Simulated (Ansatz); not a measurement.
Isomers of C$_{4}$H$_{6}$ClF, relaxed with PBE0-D4/def2-TZVP in Ansatz; electronic energies, one conformer each and not always the lowest. Functionals use def2-TZVPP; CBS adds triple-zeta CCSD(T) − MP2 to the MP2 limit of def2-TZVPP and def2-QZVPP.

Problem. Order them by energy at frozen-core CCSD(T)/CBS, lowest first. (An estimate is asked.)
A. `FC1(Cl)CCC1`
B. `CC/C=C(\F)Cl`
C. `C/C(F)=C(/C)Cl`
D. `C/C(Cl)=C/CF`
E. `C[C@@]1(Cl)C[C@H]1F`

Solution. C (0.0 kcal/mol), D (3.3 kcal/mol), A (4.3 kcal/mol), B (6.1 kcal/mol), E (12.8 kcal/mol).

Problem. How do r2SCAN-D4, MP2/CBS(def2), B2PLYP, B3LYP-D4 place them (kcal/mol, against `C/C(F)=C(/C)Cl`)? (Best estimate.)

Solution. Ansatz gave: 
```csv
isomer,r2SCAN-D4,MP2/CBS(def2),B2PLYP,B3LYP-D4
`C[C@@]1(Cl)C[C@H]1F`,12.9,11.2,14.1,15.1
`C/C(Cl)=C/CF`,4.9,3.4,3.4,3.7
`CC/C=C(\F)Cl`,6.1,6.5,5.7,6.2
`FC1(Cl)CCC1`,5.6,3.5,6.6,8.0
```

B3LYP here is the variant with VWN-RPA as its local correlation; programs differ in this.
